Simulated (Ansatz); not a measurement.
Ideal-gas functions of `[NH3+][AlH3-]` at 800 K and 1 bar, from an Ansatz frequency run at PBE0-D4/def2-TZVP.

Molar mass 47.04 g/mol, point group C3v (symmetry number 3), electronic degeneracy 1, moments of inertia 10.285, 55.943, 55.943 u Å². Harmonic wavenumbers (cm⁻¹, unscaled): 130, 375, 375, 423, 704, 704, 762, 780, 781, 1246, 1653, 1653, 1847, 1847, 1864, 3489, 3606, 3606.

Use S(trans) = R[1.5 ln M + 2.5 ln T − 1.1517]; rotational temperatures θ = 24.2544 K / I; S(rot) = R[ln(√π/σ · √(T³/θAθBθC)) + 1.5]; for each mode x = 1.438777 ν̃/T, S = R[x/(eˣ − 1) − ln(1 − e⁻ˣ)] and H = RT x/(eˣ − 1); 1 cm⁻¹ = 0.0119627 kJ/mol; R = 8.31446 J/(mol·K).

Task: By hand: the entropy, in J/(mol·K).

Result: Translation 177.4. Rotation: θ = 2.3582, 0.4336, 0.4336 K, giving 94.8. Vibration, mode by mode: 20.42, 11.75, 11.75, 10.79, 6.89, 6.89, 6.32, 6.15, 6.14, 3.15, 1.77, 1.77, 1.34, 1.34, 1.31, 0.11, 0.10, 0.10, in all 98.1. Electronic 0.0. Sum 370.3 J/(mol·K).

Task: By hand: H − E and G − E in kJ/mol, counted from the electronic energy.

Result: Zero-point energy ½ × 25845 × 0.0119627 = 154.6; thermal vibration 42.0; translation, rotation and pV give 4 RT = 26.6. H − E = 223.2 kJ/mol, and G − E = 223.2 − 800 × 370.3/1000 = -73.0 kJ/mol.

Vibration gives 26 % of the entropy, 20.4 J/(mol·K) of it from the mode under 150 cm⁻¹: soft modes count most, and the harmonic formula is weakest for them.
